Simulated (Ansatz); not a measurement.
Input for Ansatz (development build ahead of 0.2.0):

```yaml
crystal:
  periodic: [false, false, false]
  atoms:
    - { symbol: B, position_ang: [0.0, 0.0, 0.0] }
    - { symbol: "N", position_ang: [0.0, 0.0, 1.43] }
basis:
  gaussian: { orbitals: cc-pVTZ }
total_charge: 1
magnetization:
  initial_magnetization: 3
hamiltonian:
  xc: hf
correlation:
  method: ccsd_t
  frozen_orbitals: { B: 1, "N": 1 }
```

The input is written out in the form of the current development build from the run's settings. Correlation on restricted open-shell orbitals is semicanonical, with singles.

Results

* Converged: yes
* Reference energy: -78.66256 hartree
* CCSD correlation energy: -0.18544 hartree
* Triples correction: -0.00788 hartree
* Total energy: -78.85588 hartree
* Spin squared of the determinant: 3.750
